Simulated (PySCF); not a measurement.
Gas-phase reaction: SiH₃F ⇌ SiH₂F + H

Method: PySCF energies plus ideal-gas RRHO corrections (1 bar). † marks an energy on the PBE0/def2-TZVP geometry and frequencies. MP2 and CCSD(T) freeze the core. Open shells (unrestricted): SiH₂F (multiplicity 2), H (multiplicity 2); the rest are closed-shell singlets. SiH₂F: computed as isolated molecules; such fragments, hydroxides, amides, oligomers or adducts are transient or little studied in the gas. MP2 isn't extrapolated to the basis-set limit; its ΔH°(298 K) is 368.7 kJ in def2-SVP and 380.6 kJ in def2-TZVPP. CCSD(T) isn't extrapolated to the basis-set limit; its ΔH°(298 K) is 380.4 kJ in def2-SVP and 391.3 kJ in def2-TZVPP. The harmonic model lacks anharmonicity and excited electronic states, which grow with temperature; levels with a mode under 35 cm⁻¹ are left out.

```csv
level,"ΔE electronic, kJ","ΔH°(298 K), kJ","ΔS°(298 K), J/K","ΔG°(1400 K), kJ"
BLYP/def2-TZVP†,395,375,126,188
CCSD(T)/def2-TZVPP†,411,391,126,203
MP2/def2-TZVPP†,400,381,126,193
PBE0/def2-QZVP†,392,372,126,184
LDA/def2-TZVP†,424,405,126,217
ωB97X-V/def2-TZVP†,413,393,126,206
```
ΔH° is lowest at PBE0/def2-QZVP† and highest at LDA/def2-TZVP†. No reference value is set beside these.
